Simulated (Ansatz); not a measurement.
Ideal-gas functions of CH₄BCl, SMILES `CBCl` at 800 K and 1 bar, from an Ansatz frequency run at PBE0-D4/def2-TZVP.

Molar mass 62.31 g/mol, point group Cs (symmetry number 1), electronic degeneracy 1, moments of inertia 11.823, 99.052, 107.826 u Å². Harmonic wavenumbers (cm⁻¹, unscaled): 57, 322, 631, 688, 894, 924, 1039, 1166, 1323, 1442, 1446, 2640, 3031, 3087, 3150.

Use S(trans) = R[1.5 ln M + 2.5 ln T − 1.1517]; rotational temperatures θ = 24.2544 K / I; S(rot) = R[ln(√π/σ · √(T³/θAθBθC)) + 1.5]; for each mode x = 1.438777 ν̃/T, S = R[x/(eˣ − 1) − ln(1 − e⁻ˣ)] and H = RT x/(eˣ − 1); 1 cm⁻¹ = 0.0119627 kJ/mol; R = 8.31446 J/(mol·K).

Question: By hand: the entropy, in J/(mol·K).

Answer: Translation 180.9. Rotation: θ = 2.0515, 0.2449, 0.2249 K, giving 109.7. Vibration, mode by mode: 27.26, 12.97, 7.70, 7.05, 5.21, 4.99, 4.23, 3.53, 2.83, 2.39, 2.38, 0.42, 0.23, 0.21, 0.19, in all 81.6. Electronic 0.0. Sum 372.2 J/(mol·K).

Question: By hand: H − E and G − E in kJ/mol, counted from the electronic energy.

Answer: Zero-point energy ½ × 21840 × 0.0119627 = 130.6; thermal vibration 32.8; translation, rotation and pV give 4 RT = 26.6. H − E = 190.0 kJ/mol, and G − E = 190.0 − 800 × 372.2/1000 = -107.8 kJ/mol.

Vibration gives 22 % of the entropy, 27.3 J/(mol·K) of it from the mode under 150 cm⁻¹: soft modes count most, and the harmonic formula is weakest for them.
